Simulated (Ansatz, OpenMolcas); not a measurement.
**C3H7N (azetidine): a line through the functionals**

C3H7N has 11 atoms, charge 0, and is taken as a singlet. As SMILES, `C1CNC1`. The shape is that of a PBE0-D4/def2-TZVP optimisation.

The electronic atomisation energy y, in eV, basis cc-pVDZ; a is the functional's share of exact exchange. Programs: Ansatz 0.2.0, OpenMolcas 26.06.

```
functional     program     a  y (eV)
       PBE      Ansatz     0   44.55
      TPSS  OpenMolcas     0   43.78
     B3LYP      Ansatz   0.2   43.26
   r2SCAN0      Ansatz  0.25   42.93
      PBE0      Ansatz  0.25       ?
     BHLYP      Ansatz   0.5   42.09
```

Question: Fit y = c + s·a to the known rows and predict PBE0.

Answer: 
1. Means of the 5 rows: a = 0.1900, y = 43.322.
2. Σ(Δa)² = 0.172, Σ(Δa·Δy) = -0.7264, so the slope is -0.7264/0.172 = -4.2233.
3. Intercept: 43.322 − (-4.2233) × 0.1900 = 44.124. The largest residual of the fit is 0.43.
4. PBE0: 44.124 + (-4.2233) × 0.25 = 43.07 eV.

The run gave 43.83 eV, so the prediction is off by -0.76 eV, more than the scatter of the fit. The rows mix families of semi-local functionals, which the line can't see.
